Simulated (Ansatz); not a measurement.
The same path of C2H7NO2 (12 atoms, charge 0, multiplicity 1) was run twice with different band settings. The coordinate that changes most is the height of N1 over the plane of its neighbours.

Method: RKS revPBE/def2-SVP (Ansatz 0.2.0).

Relaxed end points:

```xyz
12
Properties=species:S:1:pos:R:3
N -1.061 0.365 0.881
C -0.443 -0.895 0.426
O 0.090 -0.780 -0.873
C 1.139 0.195 -0.978
O 0.683 1.512 -1.038
H -1.984 0.493 0.444
H -1.207 0.351 1.898
H -1.149 -1.757 0.377
H 0.355 -1.145 1.172
H 1.664 -0.028 -1.930
H 1.852 0.026 -0.123
H 0.137 1.607 -0.221
```

```xyz
12
Properties=species:S:1:pos:R:3
N -1.135 -0.338 1.490
C -0.634 -1.017 0.319
O -0.242 -0.212 -0.811
C 1.002 0.460 -0.670
O 1.262 1.210 -1.816
H -1.898 0.304 1.243
H -0.409 0.213 1.963
H -1.435 -1.670 -0.085
H 0.217 -1.667 0.631
H 1.844 -0.270 -0.572
H 0.988 1.098 0.258
H 0.517 1.833 -1.916
```

Common settings: spring 5.0 eV/Å²; optimiser quadratic models (default); start path through a guess of the saddle point; force threshold 0.05 eV/Å; iteration limit 60; end points relaxed.

| run | movable images | climbing image |
| --- | --- | --- |
| 1 | 5 | yes |
| 2 | 4 | no |

(1) What does each run give, and how far can it be trusted?

Results:

(1) Run 1: converged after 23 iterations, highest image 0.184 eV above the first end. A vibrational analysis at the climbing image gives one clearly imaginary mode, 483i cm⁻¹: a first-order saddle point.
Run 2: converged after 9 iterations, highest image 0.218 eV above the first end. No image climbed, so the highest image needn't sit at the top of the path.
